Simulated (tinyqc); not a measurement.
Inside a calculation. Method: Hueckel theory of the pi electrons, for the molecule C=CN (SMILES; centres numbered as the heavy atoms are written). Computed by tinyqc, a small Python program that keeps every step. Settings: charge = 0. Command: `OMP_NUM_THREADS=1 python tinyqc.py 22442 22443 out.jsonl` (the two numbers bound the seeds that draw the settings). One thread of a shared host (Intel(R) Xeon(R) Processor @ 2.60GHz), about 0.01 s of CPU time with the checks.

## The Hueckel matrix

Centres:
```
centre,"z_r, pi electrons of the neutral centre",h
1C,1,0.000000
2C,1,0.000000
3N,2,1.500000
```

Bonds:
```
i,j,k
1,2,1
2,3,0.800000
```

H_rr = alpha + h_r beta, H_rs = k_rs beta for bonded centres.

Hueckel matrix in units of beta (H = alpha + beta A), lower triangle:
```
,1C,2C,3N
1C,0.000000
2C,1.000000,0.000000
3N,0.000000,0.800000,1.500000
```

## Orbitals

pi electrons, sum of z_r less the charge = 4

Diagonalise; E = alpha + x beta with beta < 0, so the largest x are filled first; degenerate levels share their electrons. P = sum n_i c_ri c_si; each orbital has its largest coefficient positive (the first on a tie).

x values: 1.946637  0.682458  -1.129095

occupations: 2.000000  2.000000  0.000000

coefficients:
```
,MO1,MO2,MO3
1C,0.242916,0.723248,-0.646455
2C,0.472870,0.493586,0.729909
3N,0.846987,-0.482995,-0.222102
```

charge and bond-order matrix P, lower triangle:
```
,1C,2C,3N
1C,1.164192
2C,0.943706,0.934466
3N,-0.287158,0.324228,1.901341
```

## Energy, charges, bond orders

E = sum n x; q_r = z_r - P_rr; bond order p = P_rs; free valence = sqrt(3) - sum of p over the bonds of the atom.

pi energy = 4 alpha + this times beta = 5.258190

pi charges: 1C -0.164192, 2C 0.065534, 3N 0.098659

Bond orders and lengths from R = 1.517 - 0.180 p (angstrom, C-C alone):
```
bond,p,R
1-2,0.943706,1.347133
2-3,0.324228,-
```

free valence of the carbons: 1C 0.788345, 2C 0.464116

gap between the highest filled and the next level = 1.811553 |beta|
